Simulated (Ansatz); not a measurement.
**CHAl (triplet): wave-function methods side by side at scale of all distances = 1.124, 6-31G**

Aim: climb from Hartree-Fock through coupled cluster and multireference methods for CHAl (triplet) at one geometry and basis, and see what each rung misses.

The runs use Ansatz 0.2.0, Gaussian basis; 6-31G, core rule «outside noble gas», up to 6 orbitals frozen.

The runs, in order: UHF; CCSD(T) on ROHF; CCSD(T) on UHF; BCCD(T) on ROHF; CISD; CCSDT(Q) on ROHF; CCSDT(Q) on UHF; CISDTQ; CCSDTQ on ROHF; CCSDTQ on UHF; CASSCF and MRCISD+Q, 4 electrons in 4 orbitals; CASSCF and NEVPT2, 4 electrons in 4 orbitals; CASSCF and MRCISD+Q, 8 electrons in 9 orbitals; CASSCF and NEVPT2, 8 electrons in 9 orbitals; Full CI.

17 further runs of the same task are left out: 17 that didn't finish.

## Step 1: What is computed

The geometry derives from a PBE0/def2-TZVP stationary point (not a proven minimum). All distances are scaled together.

3 atoms, charge 0, spin multiplicity 3.

Atoms are counted from 1 here; the program's logs count them from 0.

Bond lengths: Al1–C2 2.154 Å, Al1–H3 1.799 Å. Angles: C2–Al1–H3 180.0°.

## Step 2: UHF

File in.yaml:

```yaml
crystal:
  periodic: [false, false, false]
  atoms:
    - {symbol: Al, position_ang: [0.000000, 0.000000, 0.118132]}
    - {symbol: C, position_ang: [0.000000, 0.000000, -2.035676]}
    - {symbol: H, position_ang: [0.000000, 0.000000, 1.917544]}
basis:
  gaussian: {orbitals: 6-31G}
magnetization: {spin_polarized: true, initial_magnetization: 2}
hamiltonian: {xc: hf}
output: {orbitals: {seedname: orbitals}}
```

The run is started by

```sh
> ansatz run in.yaml --threads 1 --pin off --events-out ev --progress --plain --max-ram 2393MiB
```

Further steps of the session: CCSD(T) on ROHF; CCSD(T) on UHF; BCCD(T) on ROHF; CISD; CCSDT(Q) on ROHF; CCSDT(Q) on UHF; CISDTQ; CCSDTQ on ROHF; CCSDTQ on UHF; CASSCF and MRCISD+Q, 4 electrons in 4 orbitals; CASSCF and NEVPT2, 4 electrons in 4 orbitals; CASSCF and MRCISD+Q, 8 electrons in 9 orbitals; CASSCF and NEVPT2, 8 electrons in 9 orbitals; Full CI.

**Question.** What will the summary of the whole plan be? Wanted: FCI below the RHF energy; RMP2 from FCI; UMP2 from FCI; RCCSD from FCI; RCCSD(T) from FCI; UCCSD(T) from FCI; RCCSDT(Q) from FCI; UCCSDT(Q) from FCI; NEVPT2 pair from FCI.

**Answer**, as computed:

| quantity | value |
| --- | --- |
| FCI below the RHF energy | -3.5248 eV |
| RMP2 from FCI | +1195.0 meV |
| UMP2 from FCI | +1359.3 meV |
| RCCSD from FCI | +247.7 meV |
| RCCSD(T) from FCI | +82.2 meV |
| UCCSD(T) from FCI | +95.5 meV |
| RCCSDT(Q) from FCI | -2.2 meV |
| UCCSDT(Q) from FCI | -9.8 meV |
| NEVPT2 pair from FCI | +983.8 meV |
| MRCISD+Q pair from FCI | +61.2 meV |
| NEVPT2 valence from FCI | +266.3 meV |
| levels within 1 kcal/mol (43 meV) | RCCSDT, UCCSDT, CISDTQ, RCCSDT(Q), UCCSDT(Q), RCCSDTQ, UCCSDTQ, MRCISD valence, MRCISD+Q valence |
| T1 diagnostic | 0.073 |
| effectively unpaired electrons | 2.21 |

RCCSD(T) misses by +82.2 meV, 2.3 % of the correlation energy. RCCSDT(Q), UCCSDT(Q) fall below full CI: unrestricted runs freeze a spin-polarised core, another one than full CI's, and coupled cluster isn't variational. The occupations show some static correlation. Of the multireference levels listed MRCISD+Q valence comes nearest in total energy (+16.3 meV), which doesn't show that its space is the better one. These misses are within one basis, not against nature; the frozen cores of restricted and unrestricted runs differ, which can shift their rows.
